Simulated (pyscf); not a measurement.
`[F][SiH2][O][SiH3]` + `[ClH]` → `[F][SiH2][O][SiH2][Cl]` + `[H][H]` (four-centre exchange; singlet surface; H–Si, Cl–H broken, Cl–Si, H–H formed). Structures and frequencies: ωB97X-D3(BJ)/def2-SVP in PySCF. Rate constants from transition-state theory, ωB97M-D3(BJ)/def2-TZVP energies (ideal gas, 1 atm, RRHO with modes under 100 cm⁻¹ raised to 100, one conformer, R ln 2 for rigid chiral ones; no tunnelling), k in cm³ molecule⁻¹ s⁻¹.

```
T (K)  1000/T  log10 k
-----  ------  -------
298     3.354   -38.48
600     1.667        ?
900     1.111   -21.69
1200    0.833   -19.45
```

Fit an Arrhenius line to the three values, give the activation energy, and predict k at 600 K.

Least squares gives log10 k = -13.25 − 7.53 × 1000/T, so Ea = 7.53 × ln 10 × 1.987 = 34.5 kcal/mol, against an electronic barrier of 32.6. At 600 K the line gives -25.80; the computed value is -25.99 (ΔG‡ = 54.9 kcal/mol), a factor 1.5 under the line, since the plot is curved. On the reactant side the descent ends in a complex (not fully relaxed), 4.4 kcal/mol under the separated species and 35.7 kcal/mol under the saddle at ωB97X-D3(BJ)/def2-TZVP. This is the saddle that the search found; another between the same sides may lie lower.
